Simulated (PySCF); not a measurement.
**Structure from NMR data**

An unknown has the formula C$_{4}$H$_{7}$N. Its calculated NMR data are:

¹H NMR (500 MHz, computed): δ 5.95 (m, 1H), 5.83 (q, J = 2.6 Hz, 1H), 3.11 (m, 1H), 1.21 (m, 1H), 1.20 (br s, 2H), 1.13 (m, 1H).

¹³C{¹H} NMR (computed): δ 145.5 (C), 110.6 (CH2), 31.1 (CH), 16.3 (CH2).

- J: B3LYP/pcJ-1 (spin–dipole term only in couplings to heteroatoms)
- coordinates at the GFN2-xTB level
- PBE0/pcSseg-1 with gauge-including orbitals
- program: PySCF
- one averaged value for each set of equivalent atoms, no solvent model, non-relativistic, a single conformation

δ = σ(ref) − σ, references computed at the same level: ¹H (31.72 ppm) and ¹³C (186.93 ppm) against TMS.

Problem. Choose the structure that fits.
A. CCCC#N
B. C=C1C[C@@H]1N
C. C=NC1CC1

Solution. B. 

1. Rings plus π bonds: 2 (1 ring in the answer).
2. 4 carbon signals for 4 carbons: no two carbons are equivalent.
3. Carbon types of the structure: 1 × C, 1 × CH, 2 × CH2, leaving 2 H on heteroatoms.
4. δC 145.5: fully substituted alkene carbon; the olefinic region.
5. δC 110.6: terminal =CH2 carbon; an sp2 carbon of a C=C bond.
6. δC 31.1, 16.3: three-membered-ring carbon.
7. δH 5.95, 5.83: hydrogen on a terminal =CH2 carbon; a vinylic proton, deshielded by the sp2 carbon and the C=C anisotropy.
8. δH 3.11, 1.21, 1.13: hydrogen on a three-membered-ring carbon.

The others: C=NC1CC1 would give 3 carbon signals, not 4; CCCC#N would give 3 signals for carbon-bound and other non-exchanging H, not 5.

OH/NH shifts are gas-phase values; hydrogen bonding in solution moves them, usually downfield. Multiplet labels drop couplings under 1 Hz and merge nearly equal ones. Unscaled 3J(H,H) at this level run about 10 % above measured values. Shifts are as computed. Against solution values, carbons near 30 ppm lie about +3 ppm off and those near 130 ppm about +5 ppm. Of 1211 compounds with measured shifts, 218 miss one by over three times the rms of a fit or turn the order of signals round; such compounds aren't used in these exercises. Couplings to exchangeable protons are dropped.
